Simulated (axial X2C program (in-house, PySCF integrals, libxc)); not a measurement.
**Photoelectron levels of MgS by EOM-IP-CCSD**

Calculated with an in-house all-electron X2C program for linear molecules (integrals from PySCF): two-component X2C with atomic mean-field Coulomb and Gaunt terms, Gaussian nuclei, basis S dyall-av3z, Mg dyall-cv3z with contracted cores.

R = 2.139 Å (near the PBE0 minimum at charge 0 of the determinant lowest at the starting distance; the state shown can have its own minimum elsewhere).

Hartree–Fock spinors of MgS (one of each Kramers pair; a window near the gap, which can cut inner shells):

| ω | occupied | ε (eV) | character |
| --- | --- | --- | --- |
| 1/2 | yes | -22.00 | 76% S s, 10% Mg p, 7% Mg s |
| 1/2 | yes | -9.14 | 68% S p, 25% Mg s, 4% S s |
| 1/2 | yes | -8.13 | 82% S p, 10% Mg p, 6% Mg d |
| 3/2 | yes | -8.08 | 82% S p, 10% Mg p, 6% Mg d |
| 1/2 | no | -1.59 | 43% Mg p, 36% Mg s, 15% S p |
| 1/2 | no | 0.67 | 88% Mg p, 6% Mg d, 4% S p |
| 3/2 | no | 0.68 | 88% Mg p, 6% Mg d, 4% S p |
| 1/2 | no | 1.24 | 83% Mg p, 8% Mg s, 4% Mg d |
| 1/2 | no | 1.90 | 77% Mg s, 11% Mg p, 4% Mg d |
| 1/2 | no | 3.10 | 89% S p, 3% S d, 3% Mg s |

Vertical ionisation energies of MgS to the states of MgS⁺:

```csv
Ω of MgS⁺,vertical IE (eV),above lowest (cm⁻¹),ionised spinor,one-hole weight
3/2,7.742,0,"82% S pπ, 10% Mg pπ",0.92
1/2,7.785,347,"83% S pπ, 10% Mg pπ",0.92
1/2,9.238,12072,"67% S pσ, 25% Mg sσ",0.91
```

(1) How far does the lowest EOM-IP-CCSD energy lie from the Koopmans value −ε of the highest filled spinor?

(2) Take the first Ω = 1/2 and Ω = 3/2 rows of π character: how far apart are they, and which lies lower?

This point took 7.7 s on 1 thread of Arm Neoverse N1 (shared host).

Reference electrons by ω block (each with its −ω partner): 1/2: 11, 3/2: 3. 8 electrons of MgS correlated (inner shells frozen), 94 natural virtual spinors (a truncated set); levels can be off by some tenths of an eV. Roots sought by Ω: (1/2: 4, 3/2: 3, 5/2: 1); the list ends where they run out and leaves out roots under 60 % one-particle weight. The solver can skip a root, and states that need a further excitation, which the method places far too high, are missing though they may lie low or lowest. T1 of the reference 0.024 (Lee–Taylor). Number of frozen shells: S 2 s, 1 p; Mg 2 s, 1 p.

Answers

(1) 7.742 eV against 8.08 eV, a shift of -0.34 eV: relaxation of the final state lowers the energy and the loss of correlation raises it.

(2) E(3/2) − E(1/2) = 0 − 347 = -347 cm⁻¹ at EOM-IP-CCSD: inverted, Ω = 3/2 lower. Splittings at this level can be off by ten to twenty per cent.
